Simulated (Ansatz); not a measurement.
Process, species as SMILES: N=C=O + 4 [H][H] (H2) → C (CH4) + N (NH3) + O (H2O)
B3LYP-D3(BJ)/def2-TZVP geometries, fixed; electronic energies without zero-point terms.

The energy of full hydrogenation at MP2 with Ansatz (a first-principles code), in kcal/mol, split into its Hartree-Fock and correlation parts. Cores are frozen. No added dispersion term, no relativity. Functions are those of the species that has most.

```csv
basis,X,functions,Hartree-Fock,MP2
cc-pVDZ,2,47,-79.73,-66.21
cc-pVTZ,3,104,-79.56,-73.99
cc-pVQZ,4,195,-80.11,-75.97
cc-pV5Z,5,328,-80.79,-76.92
```

Worked estimate of the basis-set limit from each neighbouring pair, with Hartree-Fock from the larger set and the correlation part extrapolated as X^-3.
Correlation parts: X = 2: 13.52, X = 3: 5.57, X = 4: 4.14, X = 5: 3.87.
- (2,3): (27·(5.57) - 8·(13.52))/19 = 2.22; with Hartree-Fock -79.56 the estimate is -77.34 kcal/mol.
- (3,4): (64·(4.14) - 27·(5.57))/37 = 3.10; with Hartree-Fock -80.11 the estimate is -77.01 kcal/mol.
- (4,5): (125·(3.87) - 64·(4.14))/61 = 3.59; with Hartree-Fock -80.79 the estimate is -77.20 kcal/mol.
The last two estimates differ by 0.19 kcal/mol; the largest set lies 0.28 from the last. Over the last step Hartree-Fock moves by -0.68 and the correlation part by -0.27.
